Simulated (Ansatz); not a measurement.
A made-up structure of MgSi2H5 (charge +1), singlet:

```csv
atom,x (Å),y (Å),z (Å)
Mg1,-1.9750,1.3264,-1.8111
Si2,0.2131,0.6242,-0.3617
Si3,0.8201,-1.0948,1.1358
H4,-3.3394,1.7231,-2.6867
H5,1.4162,1.5066,-0.4574
H6,1.1324,-0.3490,2.3816
H7,-0.5660,0.3538,0.7943
H8,-0.2977,-2.0492,1.2860
```

It is relaxed with PBE-D4/def2-SVP and then PBE0-D4/def2-TZVP (Ansatz 0.2.0). Atoms count as bonded within 1.22 times the sum of their covalent radii (H–H: 0.88 Å). The end point is not checked to be a true minimum.

Q: Does its bonding change? (A judgement: the text doesn't fix the answer.)

A: By the calculation: Yes. Formed: Si3–H7; broken: none.

Where it ends: The first stage lowers the energy by 1.24 eV in 8 steps. It ends as MgSi₂H₅ ([MgH][SiH]1[H][SiH2]1), total charge +1:
```
atom    x (Å)    y (Å)    z (Å)
 Mg1  -1.9607   1.2075  -1.9380
 Si2   0.1940   0.7365  -0.4188
 Si3   0.4951  -0.8774   1.0547
  H4  -3.3323   1.4345  -2.8619
  H5   1.3276   1.6508  -0.1083
  H6   1.5866  -0.8440   2.0487
  H7  -0.3340   0.6038   1.2186
  H8  -0.5726  -1.8705   1.2858
```

Labels in which every atom is bracketed show which atoms are joined, not bond orders.

For scale, one of the runs: PBE0-D4/def2-TZVP relaxation, 136 basis functions, launched by `ansatz run in.yaml --threads 2 --pin off --events-out ev --progress --plain --max-ram 4352MiB`. The run took about 24 s on 2 CPU threads of an Arm Neoverse V2 (shared host).
